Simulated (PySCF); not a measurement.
# State search for CN

Unrestricted PBE0; C x2c-SVPall, N x2c-SVPall; spin-free X2C with a Gaussian nucleus (PySCF 2.14). Outer shells of the fragments: C 2s2 2p2; N 2s2 2p3.

Followed along the bond (rough minima from three points):

```csv
2Ms+1,unpaired,⟨S²⟩ at the start,R at minimum (Å),Te (eV)
2,σ ↑,0.78,1.17,0.00
2,π ↑,0.75,1.23,1.03
4,"σ ↑, π ↑↑",3.76,1.34,5.04
6,"σ ↑, π ↑↑↑↑",8.76,none in the scan,≤ 7.47
```

Solutions found at the starting distance of 1.365 Å, counted from the lowest of them; the search is not exhaustive and high or unbound solutions are not listed, so other states can lie among these:

```
2Ms+1     unpaired   term  E (eV)  ⟨S²⟩  ⟨Lz²⟩  μ (D)
    2          σ ↑    ²Σ⁺    0.00  0.78   0.00  -1.15
    2          π ↑     ²Π    0.11  0.75   1.01  -0.11
    4    σ ↑, π ↑↑  mixed    3.55  3.76   2.01  -0.98
    4        π ↑↑↑     ⁴Π    4.29  3.76   1.00   1.00
    4    σ ↑, π ↑↑  mixed    4.47  3.76   2.00  -1.02
    2    σ ↑, π ↑↓  mixed    5.00  1.76   2.01  -1.04
    6  σ ↑, π ↑↑↑↑    ⁶Σ⁺    6.68  8.76   0.00  -0.53
    4    σ ↑↑, π ↑     ⁴Π    7.11  3.78   1.00  -0.50
    6  σ ↑↑, π ↑↑↑     ⁶Π    9.54  8.76   1.00   0.57
```

A term symbol is given only where ⟨S²⟩ and ⟨Lz²⟩ are close to those of a pure state; real π, δ and φ orbitals otherwise mix terms. A positive dipole means C(−)N(+).

Compare the gap between the two lowest followed solutions at the starting distance with the gap between their minima.

At PBE0 the second solution (doublet, unpaired electrons π ↑) lies +0.11 eV from the first (doublet, unpaired electrons σ ↑) at 1.365 Å and +1.03 eV at the minima; the two curves relax by different amounts, since their minima lie near 1.23 and 1.17 Å.

Counting both spins, an empty level lies below a filled one in some of these solutions, because spin and occupation are held.
